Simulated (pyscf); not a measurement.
A first-order saddle from PySCF, ωB97X-D3(BJ)/def2-SVP:

```xyz
5

B     -0.7993     0.4089     0.3170
Cl    -0.7189     0.2557     2.0683
O     -1.3399    -0.9170    -0.2831
H     -1.5525    -0.0222    -0.9128
H     -2.0471    -1.3706     0.2278
```
Charge 0, spin multiplicity 1.

Surface: singlet, charge 0. Lowest wavenumbers (cm⁻¹): 1401i, 293, 412, 604, 744.

Problem. Which two sides does it connect, and which bonds change?

Solution. B–Cl [singlet] + water (H₂O) ⇌ HO–BH–Cl, an insertion read from left to right: H–O broken and B–O, B–H formed. At CCSD(T)/def2-TZVPP + ΔMP2(QZVPP) it lies +0.68 eV from the left side and +4.79 eV from the right (each side as separated species at their lowest minima found). The reactants may also form a dative adduct at B–Cl [singlet]; it and routes through it were not searched. One saddle was located; it need not be the lowest between these sides. The CCSD(T) − MP2 part came from Ansatz, without density fitting, on the same reference.
